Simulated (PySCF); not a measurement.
Benzene, SMILES c1ccccc1 (PBE0/def2-SVP optimised geometry):

```
12

C     -0.698    -1.208     0.000
C      0.697    -1.208     0.000
C      1.395     0.000     0.000
C      0.697     1.208     0.000
C     -0.698     1.208     0.000
C     -1.395     0.000     0.000
H     -1.244    -2.155     0.000
H      1.244    -2.154     0.000
H      2.488     0.000     0.000
H      1.244     2.155     0.000
H     -1.244     2.155     0.000
H     -2.488     0.000     0.000
```

Level of theory: PBE0/def2-TZVP (PySCF).

Question: What are the frontier orbital energies and the dipole moment?

Answer: HOMO-2 -9.67 eV, HOMO-1 -7.28 eV, HOMO -7.28 eV, LUMO -0.22 eV, LUMO+1 -0.22 eV; dipole moment 0.00 D.

On the same geometry PBE/def2-TZVP (PySCF 2.14.0) gives HOMO-2 -8.18 eV, HOMO-1 -6.30 eV, HOMO -6.30 eV, LUMO -1.15 eV, LUMO+1 -1.15 eV; dipole moment 0.00 D.

Meta-Löwdin charges at PBE0/def2-TZVP: C1 -0.12, C2 -0.12, C3 -0.12, C4 -0.12, C5 -0.12, C6 -0.12, H7 0.12, H8 0.12, H9 0.12, H10 0.12, H11 0.12, H12 0.12.
